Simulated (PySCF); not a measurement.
Species: C2H4O (triplet state).
Bonds: C1–O2, O2–C3. Hydrogens: H4 on C1; H5, H6, H7 on C3.

As a line formula: `CO[CH]` [triplet].

Computed with PySCF 2.14.0, UKS B3LYP, pcH-1 on C H O, non-relativistic, mean-field spin-orbit, GIAO. Isolated species at its GFN2-xTB geometry, gas phase. This triplet need not be the ground state; the singlet was not compared here. Couplings are sensitive to structure, and on GFN2-xTB geometries they can be far from those on DFT ones.

Principal values of hyperfine tensors in MHz (contact and dipolar terms together), for some of the nuclei:

```tsv
atom	isotope	A1	A2	A3
C1	13C	232.98	318.08	363.73
H4	1H	64.54	78.04	123.31
C3	13C	46.45	47.02	58.07
O2	17O	-81.32	-41.77	-25.60
H7	1H	-0.56	1.25	11.54
H5	1H	-4.27	-3.50	5.64
```

Question: Split each tensor into its isotropic and traceless parts, and turn a_iso into mT with g = 2.0026.

Answer: a_iso is a third of the trace, T = A − a_iso, and a(mT) = a(MHz)/(g × 13.996).

```json
{"atom": "C1", "a_iso (MHz)": "304.93", "a_iso (mT)": "10.879", "T1": "-71.95", "T2": "13.15", "T3": "58.80"}
{"atom": "H4", "a_iso (MHz)": "88.63", "a_iso (mT)": "3.162", "T1": "-24.09", "T2": "-10.59", "T3": "34.68"}
{"atom": "C3", "a_iso (MHz)": "50.51", "a_iso (mT)": "1.802", "T1": "-4.06", "T2": "-3.49", "T3": "7.56"}
{"atom": "O2", "a_iso (MHz)": "-49.56", "a_iso (mT)": "-1.768", "T1": "-31.75", "T2": "7.79", "T3": "23.96"}
{"atom": "H7", "a_iso (MHz)": "4.08", "a_iso (mT)": "0.145", "T1": "-4.63", "T2": "-2.82", "T3": "7.46"}
{"atom": "H5", "a_iso (MHz)": "-0.71", "a_iso (mT)": "-0.025", "T1": "-3.56", "T2": "-2.79", "T3": "6.35"}
```

Question: What spin density at the nucleus of C3 lies behind its contact coupling (g_N = 1.40482)?

Answer: a_FC = 800.24 MHz bohr³ × g_N × ρ(0)/(2S). With a_FC = 50.51 MHz and 2S = 2, ρ(0) = 0.08987 bohr⁻³.

Question: H6 (1H, g_N = 5.58569) isn't in the table. Its spin density at the nucleus is 0.002124 bohr⁻³. What is its contact coupling?

Answer: By the same relation, a_FC = 4.75 MHz. Its full tensor has the principal values 0.14, 1.59, 12.50 MHz.

Question: Which nucleus of the table has the largest anisotropic coupling, and what is its form?

Answer: C1: -71.9, 13.2, 58.8 MHz, rhombic: the two smaller values differ by 63 % of the largest.

The run took 16 s on Arm Neoverse V1, one thread, shared host.
